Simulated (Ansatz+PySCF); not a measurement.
Results of a calculation; reference values are marked as such.
## Ansatz (development build ahead of 0.2.0) run

```yaml
crystal:
  periodic: [false, false, false]
  atoms:
    - { symbol: O, position_ang: [0.0, 0.0, 0.0] }
    - { symbol: S, position_ang: [0.67455, 0.8994, 1.94725] }
basis:
  gaussian: { orbitals: STO-3G }
magnetization:
  initial_magnetization: 2
hamiltonian:
  xc: hf
correlation:
  method: fci
  frozen_orbitals: { O: 1, S: 5 }
```

The input is written out in the form of the current development build from the run's settings.

Results

```
Converged    : yes
Total energy : -466.95744 hartree
State        : lowest triplet root, of any spatial symmetry
```
